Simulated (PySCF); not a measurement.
# C6H12 (methylcyclopentane): the cost of one run

The runs use PySCF 2.14.0, with density-fitted response routines of our own; the level of theory stands in each step. All values are computed, except where a source is named. Atoms count from 0, in the outputs and in this text.

## (1) The molecule as given

18 atoms, charge 0, multiplicity 1; geometry from: GFN2-xTB. The atoms were then displaced at random by about 0.01 Å, so the start is not that level's minimum.

Bonds of the start (Å): C0–C1 1.54, C1–C2 1.56, C2–C3 1.49, C3–C4 1.53, C4–C5 1.52, C5–C1 1.52, C0–H6 1.10, C0–H7 1.10, C0–H8 1.05, C1–H9 1.11, C2–H10 1.10, C2–H11 1.09, C3–H12 1.11, C3–H13 1.13, C4–H14 1.10, C4–H15 1.07, C5–H16 1.09, C5–H17 1.09.

## (2) Optimising the geometry at PBE0-D3(BJ)/def2-TZVP

What the job is given:

```
{"job": {"xc": "PBE0", "basis": "def2-TZVP", "d3": "d3bj", "grid": 2, "shake": 0.01, "kind": "geom"}, "charge": 0, "multiplicity": 1}
C      2.095880     0.327440    -0.262840
C      0.737050     0.029650     0.394060
C     -0.314750     1.165920     0.250010
C     -1.596030     0.500850    -0.114830
C     -1.415150    -0.998990     0.138410
C      0.050850    -1.187900    -0.213550
H      2.540190     1.228800     0.186610
H      1.951570     0.551910    -1.333740
H      2.759680    -0.479230    -0.138660
H      0.919000    -0.161280     1.468800
H     -0.390040     1.720640     1.201130
H      0.016650     1.874220    -0.507860
H     -1.875840     0.665050    -1.178210
H     -2.480400     0.900810     0.471140
H     -1.572380    -1.226970     1.206140
H     -2.082620    -1.605690    -0.430830
H      0.175850    -1.171160    -1.298440
H      0.452960    -2.122140     0.176910
```

Started as:

```
$ OMP_NUM_THREADS=2 python probes_run.py task.json out
```

The driver reads the jobs from task.json and runs them one after another.

Q: Estimate the wall time and peak memory of this first job on 2 threads of Intel Xeon Platinum 8488C, shared host.

About 2.6 min, with a peak of 1.6 GiB.
